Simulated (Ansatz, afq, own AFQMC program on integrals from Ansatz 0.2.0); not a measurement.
Two steps: Ansatz 0.2.0 writes the Fock matrix and Cholesky factors of the valence space, and afq projects on them the lowest state that overlaps trial and start.

```yaml
crystal:
  periodic: [false, false, false]
  atoms:
    - {symbol: O, position_ang: [0.000000, 0.000000, 0.000000]}
    - {symbol: C, position_ang: [0.000000, 0.000000, 1.195530]}
basis:
  gaussian: {orbitals: cc-pVQZ}
total_charge: 1
magnetization: {spin_polarized: false, initial_magnetization: 1}
correlation: {method: ccsd_t, electrons: outside_noble_gas, hamiltonian_folder: ham}
```

```sh
$ ansatz run in.yaml --threads 1 --pin off --events-out ev --progress --plain --max-ram 16896MiB --backend cuda --devices 0, --max-vram 18GiB
```

afq runs on the folder ham with

```
--method phaseless --trial cisd --walkers 400 --populations 10 --least-time 60 --time-step 0.005 --steps-per-block 50 --equilibration-blocks 28 --max-blocks 4000 --target-error 0.00018 --factor-cut 1e-05 --start spin_pure --seed 6842 --release-times 0.24,0.51,0.99,1.62,2.4 --release-step 0.03 --release-every 3 --taylor-order 6
```

Times are imaginary, in 1/Eh. The walk had a cap of 238 s. With eight or more populations the least sampling time is a fifth of least-time, and the error comes from their spread.

Log:

```
orbitals 108  electrons 5 4  factors 681 of 681
reference energy -112.26956919 Eh
CCSD correlation -0.37093103 Eh in 13 cycles, weight of the determinant in the CISD state 0.8663
energy of the start -112.640502 Eh
 block  time / (1/Eh)  mean weight  energy / Eh
     1     0.250  0.9988  -112.642616
     2     0.500  0.9998  -112.648903
     3     0.750  0.9992  -112.656846
     4     1.000  0.9990  -112.664948
     5     1.250  0.9997  -112.665273
     8     2.000  0.9987  -112.669006
    17     4.250  0.9987  -112.660652
    41    10.250  0.9990  -112.657221
    65    16.250  0.9998  -112.666304
    89    22.250  1.0001  -112.661444
   113    28.250  0.9997  -112.664521
   129    32.250  1.0001  -112.650908
   137    34.250  1.0005  -112.662604
   161    40.250  0.9999  -112.660958
   185    46.250  0.9996  -112.660586
   193    48.250  1.0000  -112.679585
   209    52.250  0.9999  -112.667561
   233    58.250  0.9997  -112.666986
   257    64.250  0.9981  -112.666720
   281    70.250  0.9993  -112.661819
   305    76.250  1.0005  -112.662543
   329    82.250  0.9994  -112.660119
   353    88.250  1.0028  -112.667885
error from the spread of 10 populations
released: time / (1/Eh)  energy / Eh  error  mean overlap
  0.24  -112.663946  0.000494  0.9990
  0.51  -112.664156  0.000487  0.9914
  0.99  -112.663964  0.000625  0.9912
  1.62  -112.665900  0.000657  0.9661
  2.40  -112.667699  0.002108  0.9322
energy -112.662505 +/- 0.000354 Eh
(rows thinned)
```

The run passed its tests (sampling time, drift between the halves within three errors, error under three times the target), which doesn't prove that it has relaxed, ending at its cap on processor time. The second half of the sampling lies below the first by 1.5 errors of their difference, so the energy may still be moving and its error bar be too small.

Against this walk (error 9.6 meV) on the same determinant: CCSD(T) 35.9 meV lower. The error is statistical and leaves out the bias of the constraint. None of these is a sure reference here. The released energies move by 1.5 errors or more from one time to the next (meV from the phaseless value at times in 1/Eh: -39 ± 13 at 0.24, -45 ± 13 at 0.51, -40 ± 17 at 0.99, -92 ± 18 at 1.62, -141 ± 57 at 2.40), so they give no level; they do show a bias of the constraint, and the last of them that isn't too noisy lies 56 meV below CCSD(T).

Cautions: constraint bias not in the error; error above the target (9.6 against 4.9 meV); a spin-contaminated unrestricted determinant lies lower (UHF 546 meV lower, ⟨S²⟩ 1.25); raised T1 diagnostic (T1 0.041, weight of the determinant 0.87, largest double 0.10); (T) is large, 6 % of the CCSD correlation; the bias of populations of 40 walkers isn't removed.

The walk took 4 min on 1 × NVIDIA H100 80GB HBM3 with 2 threads of AMD EPYC 7R13 Processor (Zen 3), with other jobs on the host (the card was shared). The log's last line is the phaseless energy.

A walk keeps the symmetry of its determinant, which the program's search chose and which needn't be the lowest solution, so a lower state of the same spin and another symmetry isn't excluded.
